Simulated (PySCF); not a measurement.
Worked example: chemical shift, span and skew from a shielding tensor

BF₃, SMILES B(F)(F)F. Atoms are numbered in the order given.

```xyz
4

B      0.0000     0.0000     0.0000
F     -1.3253     0.0000     0.0000
F      0.6627     1.1478     0.0000
F      0.6627    -1.1478     0.0000
```
Charge 0, spin multiplicity 1.

Geometry optimised at PBE-D3(BJ)/def2-TZVP. The isomer is the one that the SMILES or the coordinates give; other isomers of the formula were not compared.

GIAO shieldings from KT2/pcSseg-2 (PySCF), non-relativistic, no solvent. The symmetric part of the tensor of F2 has the principal values 169.2, 353.5, 357.4 ppm. The same nucleus in CFCl3 has σ = 125.1 ppm at this level (PySCF, at its B3LYP-D3(BJ)/def2-TZVP geometry).

### Question
Work out the isotropic shielding, the ¹⁹F shift against CFCl3, the span and the skew.

### Answer

σ(iso) = (σ11 + σ22 + σ33)/3 = 293.4 ppm. δ = σ(ref) − σ(iso) = 125.1 − (293.4) = -168.3 ppm.
Span Ω = σ33 − σ11 = 188.2 ppm. Skew κ = 3(σ(iso) − σ22)/Ω = -0.96. Tumbling in solution averages the tensor to δ; in a static solid the shielding alone would spread this spin-1/2 line over Ω.
